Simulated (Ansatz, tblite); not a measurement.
**GaH3: a ladder of methods and basis sets**

How do method and basis change the picture of GaH3 (singlet)?

Method: as each input shows; program: Ansatz 0.2.0, Gaussian basis.

Levels to be run: GFN1-xTB, GFN2-xTB, PBE-D4/def2-TZVP, r2SCAN-D4/def2-TZVP, B3LYP-D4/def2-TZVP, BLYP-D4/def2-TZVP, LDA/def2-TZVP, HF/def2-TZVP, PBE-QIDH/def2-TZVP, ωB97X-V/def2-TZVP, HSE06-D4/def2-TZVP, PBE-D4/def2-SVP, PBE0-D4/def2-SVP, HF/6-31G, B3LYP-D4/6-31G, CCSD(T)/def2-TZVPP, MP2/def2-TZVP, RPA/def2-TZVP.

### Step 1. The structure

The singlet was relaxed beforehand with r2SCAN-D4/def2-TZVP.

4 atoms, charge 0, spin multiplicity 1.

Bond lengths: Ga1–H2 1.562 Å, Ga1–H3 1.562 Å, Ga1–H4 1.562 Å. Angles: H2–Ga1–H3 120.0°, H2–Ga1–H4 120.0°, H3–Ga1–H4 120.0°.

PBE0-D4/def2-TZVP was run before; its log isn't repeated, and its numbers join the tables.

### Step 2. GFN1-xTB

Tight binding, by tblite at 300 K electronic temperature and without a spin-polarisation term:

```python
tblite.interface.Calculator('GFN1-xTB', numbers, positions, charge=0, uhf=0).singlepoint()
```

Energy -79.7579 eV, HOMO -12.35 eV, LUMO -5.29 eV; 0.002 s.

### Step 3. GFN2-xTB

Tight binding, by tblite at 300 K electronic temperature and without a spin-polarisation term:

```python
tblite.interface.Calculator('GFN2-xTB', numbers, positions, charge=0, uhf=0).singlepoint()
```

Energy -72.9633 eV, HOMO -11.81 eV, LUMO -6.09 eV; 0.001 s.

### Step 4. PBE-D4/def2-TZVP

start.molden holds the orbitals of an earlier run on this state, given as this run's starting guess.

in.yaml reads:

```yaml
crystal:
  periodic: [false, false, false]
  atoms:
    - {symbol: Ga, position_ang: [-0.000002, -0.000023, -0.000969]}
    - {symbol: H, position_ang: [1.562029, -0.028916, 0.014083]}
    - {symbol: H, position_ang: [-0.755833, 1.367211, -0.017820]}
    - {symbol: H, position_ang: [-0.806195, -1.338272, 0.004706]}
basis:
  gaussian: {orbitals: def2-TZVP, initial_orbitals: start.molden}
hamiltonian: {xc: pbe, dispersion: d4}
scf: {omitted_lower_state_checks: [starts]}
output: {forces: true, orbitals: {seedname: orbitals}}
```

Run with:

```bash
$ ansatz run in.yaml --threads 4 --pin off --events-out ev --progress --plain --max-ram 3916MiB
```

Further steps of the session: r2SCAN-D4/def2-TZVP; B3LYP-D4/def2-TZVP; BLYP-D4/def2-TZVP; LDA/def2-TZVP; HF/def2-TZVP; PBE-QIDH/def2-TZVP; ωB97X-V/def2-TZVP; HSE06-D4/def2-TZVP; PBE-D4/def2-SVP; PBE0-D4/def2-SVP; HF/6-31G; B3LYP-D4/6-31G; CCSD(T)/def2-TZVPP; MP2/def2-TZVP; RPA/def2-TZVP.

Before running them: what should the planned runs give, taken together? Wanted: gap in def2-TZVP, named functionals and Hartree-Fock, smallest and largest; correlation energy, CCSD(T)/def2-TZVPP; correlation energy, MP2/def2-TZVP; binding an atom, CCSD(T)/def2-TZVPP; PBE0 total energy, smallest basis above largest.

The runs gave:

| quantity | value |
| --- | --- |
| gap in def2-TZVP, named functionals and Hartree-Fock, smallest and largest | 4.50 eV (LDA), 12.60 eV (HF) |
| correlation energy, CCSD(T)/def2-TZVPP | -7.20 eV |
| correlation energy, MP2/def2-TZVP | -6.35 eV |
| binding an atom, CCSD(T)/def2-TZVPP | 2.155 eV |
| PBE0 total energy, smallest basis above largest | 6.77 eV (def2-SVP, def2-TZVP) |

**Reading.** Over the named functionals and Hartree-Fock in def2-TZVP the gap runs from 4.50 eV (LDA) to 12.60 eV (HF); exact exchange widens it. A small miss in a minimal or small basis is a cancelling of errors, not accuracy. The functionals in def2-TZVP miss CCSD(T)/def2-TZVPP by -0.092 (PBE-D4) to +0.183 eV (LDA) an atom. The reference is CCSD(T) in one finite basis, so it carries an error of its own, often a tenth of an eV or more, and near misses can't be ranked.
